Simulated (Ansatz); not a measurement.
**Property card for NaNiO2**

These are results of DFT PBEsol, scalar-relativistic, plane waves, PAW (Ansatz 0.2.0), not measurements.

Settings: cutoff 420 eV, Γ-centred mesh 18×18×18 on the computed 4-atom cell, Gaussian smearing of 0.10 eV; collinear spin from starting moments 0 0.81 0.11 0.11 μB.

The structure is relaxed at this level of theory with its symmetry kept. Whether it is the stable form of this composition wasn't checked.

Space group R-3m:H (No. 166). a = 2.951 Å, b = 2.951 Å, c = 15.457 Å, α = 90.00°, β = 90.00°, γ = 120.00°
```tsv
atom	site	symmetry	x	y	z
Na	3b	-3m	0.6667	0.3333	0.8333
Ni	3a	-3m	0.0000	0.0000	0.0000
O	6c	3m	0.3333	0.6667	0.9370
```

(1) Formation energy from the elements' standard states (uncorrected)?

(2) Density of states at the Fermi level?

(3) Löwdin character within 0.5 eV of the Fermi level?

(4) Bader charges (e)?

(5) Total moment?

(6) Site moments (μB; atoms counted from 1 over the whole cell)?

The cell holds one magnetic atom, so it can only be ferromagnetic; an antiferromagnetic order may lie lower.

Only this magnetic start was tried.

## Answers

(1) -1.156 eV/atom.

(2) 2.45 states/eV per cell.

(3) Ni 3d 48 %, O 2p 47 %.

(4) Na (1 in the cell) 0.84, Ni (1 in the cell) 1.25, O (2 in the cell) -1.05.

(5) 1.00 μB per cell.

(6) Ni (atom 2) 0.74, O (atom 3) 0.10, O (atom 4) 0.10.

Cost: 1 run of about 3.1 core-minutes, on Intel Xeon Platinum 8488C (Sapphire Rapids) (shared hosts).